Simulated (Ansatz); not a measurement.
```yaml
crystal:
  periodic: [false, false, false]
  atoms:
    - {symbol: P, position_ang: [-1.496240, -0.100523, -0.001337]}
    - {symbol: N, position_ang: [-0.029602, 0.456849, 0.003807]}
    - {symbol: S, position_ang: [1.458250, -0.102460, -0.000372]}
basis:
  gaussian: {orbitals: def2-TZVP}
magnetization: {spin_polarized: true, initial_magnetization: 2}
hamiltonian: {xc: pbe0}
relax: {f_tol: 0.004, max_steps: 80}
```

```sh
$ ansatz run in.yaml --threads 1 --pin off --events-out ev --progress --plain --max-ram 2176MiB
```

Steps of the relaxation (energy above the last step; positions in Å, forces in eV/Å):

```
3
step 1, 5.2 meV
P    -1.496   -0.101   -0.001   -0.453   -0.222   -0.002
N    -0.030    0.457    0.004    0.639    0.201    0.002
S     1.458   -0.102    0.000   -0.186    0.021    0.000
```

```
3
step 2, 2.5 meV
P    -1.498   -0.102   -0.001   -0.266   -0.146   -0.001
N    -0.027    0.459    0.004    0.409    0.136    0.001
S     1.457   -0.103    0.000   -0.143    0.010    0.000
```

```
3
step 3, 0.3 meV
P    -1.499   -0.106   -0.001    0.014   -0.017    0.000
N    -0.022    0.465    0.004   -0.030    0.045    0.000
S     1.453   -0.105    0.000    0.016   -0.028    0.000
```

```
3
step 4, 0.0 meV
P    -1.495   -0.110   -0.001    0.004    0.004    0.000
N    -0.023    0.474    0.004    0.011   -0.013    0.000
S     1.450   -0.110    0.000   -0.015    0.008    0.000
```

```
3
step 5, 0.0 meV
P    -1.495   -0.110   -0.001    0.000    0.000    0.000
N    -0.023    0.473    0.004    0.000    0.000    0.000
S     1.450   -0.109    0.000    0.000    0.000    0.000
```

Close pairs at the end: P1–N2 1.583 Å, N2–S3 1.584 Å, P1–S3 2.945 Å.

A stationary point of unrestricted PBE0 after 5 steps, with ⟨S²⟩ = 2.011 against 2.00 for a pure state; no frequencies were run, so it isn't proven a minimum. 24 s on 1 thread of Intel Xeon 6975P-C, shared host.
